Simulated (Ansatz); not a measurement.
Input for Ansatz (development build ahead of 0.2.0):

```yaml
crystal:
  periodic: [false, false, false]
  atoms:
    - { symbol: H, position_ang: [0.0, 0.0, 0.475] }
    - { symbol: F, position_ang: [0.0, 0.0, -0.475] }
basis:
  gaussian: { orbitals: STO-3G }
total_charge: 1
magnetization:
  initial_magnetization: 1
hamiltonian:
  xc: hf
correlation:
  method: ccsd_t
  frozen_orbitals: { F: 1, H: 0 }
```

The input is written out in the form of the current development build from the run's settings. Correlation on restricted open-shell orbitals is semicanonical, with singles.

The run gave:

| Quantity | Value |
| --- | --- |
| Converged | yes |
| Reference energy | -98.18400 hartree |
| CCSD correlation energy | -0.01694 hartree |
| Triples correction | 0.00000 hartree |
| Total energy | -98.20094 hartree |
| Spin squared of the determinant | 0.750 |
